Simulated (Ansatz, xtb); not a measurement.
## Two isomers of C2O2S

We compare X, `O=C1SC1=O`, a singlet, with Y, `O=C1OC1=S`, a singlet. Both are isolated molecules in the gas phase, relaxed with r2SCAN-D4/def2-SVP.

Energies in hartree; the thermal terms are from r2SCAN-D4/def2-SVP harmonic frequencies (ideal gas, rigid rotor, one conformer each, 298.15 K, 1 atm) and include the zero-point energy:

|  | X | Y |
| --- | --- | --- |
| E, CCSD(T)/def2-TZVP | −624.005769 | −623.986471 |
| zero-point energy | 0.017140 | 0.017237 |
| H(298 K) − E | 0.022672 | 0.022606 |
| G(298 K) − E | −0.010370 | −0.010719 |

Problem. Work out ΔE, ΔE₀, ΔH and ΔG for X → Y in kJ/mol (1 Eh = 2625.50 kJ/mol) and the equilibrium ratio [Y]/[X].

Solution. 1. ΔE = −623.986471 − (−624.005769) = +0.019298 Eh = +50.67 kJ/mol.
2. ΔE₀ = ΔE + ΔZPE = +0.019298 + (+0.000097) Eh = +50.92 kJ/mol.
3. ΔH = ΔE + (−0.000066) Eh = +50.49 kJ/mol.
4. ΔG = ΔE + (−0.000349) Eh = +49.75 kJ/mol, so ΔS = (ΔH − ΔG)/T = +2.5 J/(mol K).
5. kT = 0.9442 mEh, so K = [Y]/[X] = exp(−ΔG/kT) = exp(−20.07) ≈ 1.9 × 10^−9.

Structure X is favoured at this temperature. An error of 4 kJ/mol in ΔG would change K by a factor of 5. Large T1 diagnostics make the coupled-cluster value less sure. Mirror images and further conformers aren't counted.

As drawn, Y has 2 C–O, 1 C=S in place of 1 C=O, 2 C–S.

Other levels gave ΔE = +76.6 (GFN2-xTB); +31.4 (HF/STO-3G, GFN2-xTB geometries); +61.3 (r2SCAN-D4/def2-SVP//GFN2-xTB); +63.9 (r2SCAN-D4/def2-SVP); +41.5 (HF/def2-TZVP); +52.1 (MP2/def2-TZVP) kJ/mol. The correlated steps freeze 9 core orbitals. Programs: Ansatz 0.2.0, xtb 6.7.1.
